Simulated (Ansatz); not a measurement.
C₂H₄, SMILES C=C, vertical and adiabatic energies of changing the electron count

Program: Ansatz 0.2.0 through its Python package.

`run_adiabatic.py`
```python
# -*- coding: utf-8 -*-
import logging
import sys

import ansatz as az
import numpy as np

logging.basicConfig(stream=sys.stdout, format="%(levelname)s:%(name)s:%(message)s")
logger = logging.getLogger("c2h4")
logger.setLevel(logging.INFO)


def main():
    c2h4 = (
        az.Crystal.molecule()
        .atom("C", (-0.08688, -0.63679, -0.14222))
        .atom("C", (0.08665, 0.63672, 0.14216))
        .atom("H", (0.03118, -1.40901, 0.6004))
        .atom("H", (-0.35624, -0.96985, -1.13123))
        .atom("H", (-0.02925, 1.40908, -0.60062))
        .atom("H", (0.35454, 0.96985, 1.13152))
    )

    model = (
        c2h4.calculation()
        .basis(gaussian="def2-SVP")
        .functional("pbe0", dispersion="d3bj")
    )
    symbols = [site.symbol for site in c2h4.cartesian_sites]
    start = np.array([site.position_ang for site in c2h4.cartesian_sites], dtype=float)
    r = model.relax(force_tolerance=0.01).run().report
    end = np.array(r["positions_ang"])

    minimum = az.Crystal.molecule()
    for symbol, place in zip(symbols, end):
        minimum = minimum.atom(symbol, place.tolist())
    ion = (
        minimum.calculation()
        .basis(gaussian="def2-SVP")
        .functional("pbe0", dispersion="d3bj")
        .charge(1)
        .spin("collinear", total=1)
    )
    vertical = ion.run().report
    settled = ion.relax(force_tolerance=0.01, max_steps=80).run().report
    logger.info(f"vertical ionisation energy   {vertical['free_energy_ev'] - r['free_energy_ev']:.3f} eV")
    logger.info(f"adiabatic, no zero point     {settled['free_energy_ev'] - r['free_energy_ev']:.3f} eV")
    logger.info(f"relaxation energy of the ion {vertical['free_energy_ev'] - settled['free_energy_ev']:.3f} eV")
    ionised = np.array(settled["positions_ang"])
    logger.info("final positions (A) and the move of each atom")
    for symbol, xyz, old in zip(symbols, ionised, end):
        logger.info(f"{symbol:2s} {xyz[0]:10.5f} {xyz[1]:10.5f} {xyz[2]:10.5f}   {np.linalg.norm(xyz - old):7.4f}")


if __name__ == "__main__":
    main()
```

```console
$ python run_adiabatic.py
INFO:c2h4:vertical ionisation energy   10.507 eV
INFO:c2h4:adiabatic, no zero point     10.308 eV
INFO:c2h4:relaxation energy of the ion 0.199 eV
INFO:c2h4:final positions (A) and the move of each atom
INFO:c2h4:C    -0.09362   -0.68521   -0.15292    0.0430
INFO:c2h4:C     0.09363    0.68521    0.15292    0.0430
INFO:c2h4:H     0.03099   -1.45612    0.61933    0.0330
INFO:c2h4:H    -0.36698   -1.00283   -1.16810    0.0330
INFO:c2h4:H    -0.03100    1.45612   -0.61933    0.0330
INFO:c2h4:H     0.36697    1.00283    1.16811    0.0330
```

What to keep in mind:
- These settings explore the input space; basis and method may be short of convergence.
- The energies are electronic: no zero-point or thermal terms, and the basis set is short of its limit. The product may relax into another structure. The relaxation finds the nearest minimum, so the adiabatic value is an upper bound.
- Hardware and time: 13 s on 1 thread of AMD EPYC 7R43 64-Core Processor (Zen 3), with other jobs on the host, peak memory 0.18 GiB.
